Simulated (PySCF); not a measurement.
# C5H11F ((CH3CH2)2CHF): the cost of one run

The runs use PySCF 2.14.0, with density-fitted response routines of our own; the level of theory stands in each step. All values are computed, except where a source is named. Atoms count from 0, in the outputs and in this text.

### Step 1. Starting geometry

17 atoms, charge 0, multiplicity 1; geometry from: MMFF94s. The atoms were then displaced at random by about 0.03 Å, so the start is not that level's minimum.

Bonds of the start (Å): C0–C1 1.42, C1–C2 1.50, C2–F3 1.36, C2–C4 1.58, C4–C5 1.53, C0–H6 1.08, C0–H7 1.16, C0–H8 1.19, C1–H9 1.13, C1–H10 1.07, C2–H11 1.14, C4–H12 1.06, C4–H13 1.13, C5–H14 1.07, C5–H15 1.08, C5–H16 1.10.

### Step 2. Optimising the geometry at PBE0-D3(BJ)/def2-SVP

Job settings and geometry (Å):

```
{"job": {"xc": "PBE0", "basis": "def2-SVP", "d3": "d3bj", "grid": 1, "shake": 0.03, "kind": "geom"}, "charge": 0, "multiplicity": 1}
C     -2.445800     0.297930     0.213400
C     -1.288230    -0.522010     0.280450
C     -0.054870     0.280340     0.003630
F      0.051860     0.790750    -1.249430
C      1.241290    -0.609220     0.117190
C      2.510880     0.227960    -0.081760
H     -3.379960    -0.222930     0.388880
H     -2.552750     0.844360    -0.806350
H     -2.472810     1.193910     1.001730
H     -1.238840    -0.983460     1.307180
H     -1.390340    -1.317430    -0.430070
H      0.088010     1.141540     0.736110
H      1.124520    -1.360450    -0.626270
H      1.237740    -1.048530     1.160180
H      2.602160     0.982590     0.666090
H      2.533070     0.705740    -1.049940
H      3.405540    -0.401670     0.009090
```

Run with:

```sh
> OMP_NUM_THREADS=1 python probes_run.py task.json out
```

This one command runs all jobs of the session in turn.

**Question.** How long does this first job take on 1 thread of Arm Neoverse V2, shared host, and how much memory does it need?

About 51 s, with a peak of 0.64 GiB.
